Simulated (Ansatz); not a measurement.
LO(Γ) frequency (cm⁻¹) along a series of related solids, from r²SCAN (Ansatz, a program for electronic structure, PAW).

```csv
solid,r²SCAN,measured
zinc-blende GaN (metastable phase),734,–
zinc-blende GaP,397,402‡
zinc-blende GaAs,287,293‡
zinc-blende GaSb,231,233‡
```

r²SCAN less measured, from the printed values: zinc-blende GaP -1.2 %, zinc-blende GaAs -2.0 %, zinc-blende GaSb -0.9 %.

Members of the series are missing where a level wasn't run or failed, where a doubt is noted on the run or the magnetic state, for phases of high temperature or layered ones, and where values are held back for tests.

Spin–orbit coupling is left out, also for the solids with elements from indium on (zinc-blende GaSb); its size isn't shown.

Each level is taken at its own relaxed cell. Ansatz's density-functional and Hartree–Fock values are scalar-relativistic unless marked +SOC, with PAW data made under PBE.

Measured values are for low temperature or corrected to a static lattice; ‡ marks uncorrected values at room or unstated temperature. References as tabulated in Han and Bester (2011), arXiv:1107.0196; Giannozzi et al., Phys. Rev. B (1991).
